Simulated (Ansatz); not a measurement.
Species: C₃H₇Cl, charge 0, singlet. C3H7Cl (SMILES CCCCl).
B3LYP-D3(BJ)/def2-TZVP minimum from Ansatz (a program for electronic structure):
```
C
H 1 1.0920
H 1 1.0920 2 106.81
C 1 1.5158 2 109.09 3 117.79
H 4 1.0883 1 111.73 2 -177.01
H 4 1.0883 5 108.92 1 123.92
C 1 1.5283 2 110.25 3 -119.79
H 7 1.0907 1 110.74 2 58.84
H 7 1.0923 8 107.73 1 -121.98
H 7 1.0923 8 107.73 9 -116.03
Cl 4 1.8082 5 106.18 6 113.97
```

Total energies in cc-pV(D+d)Z, 26 correlated electrons, 8 frozen orbitals. UHF or UKS for unpaired electrons; spin-orbit terms are left out. Correlated methods leave the cores frozen. No relativity.

| method | program | energy (Eh) | minus CCSDT(Q) (mEh) |
|---|---|---|---|
| HF | Ansatz | -577.19810 | 650.28 |
| MP2 | Ansatz | -577.77228 | 76.10 |
| CCSD | Ansatz | -577.82883 | 19.54 |
| CCSD(T) | Ansatz | -577.84631 | 2.06 |
| CCSDT(Q) | Ansatz | -577.84837 | 0.00 |

Rough core times of Ansatz's runs on a shared machine: CCSD(T) under 20 s, CCSDT(Q) 50 min.
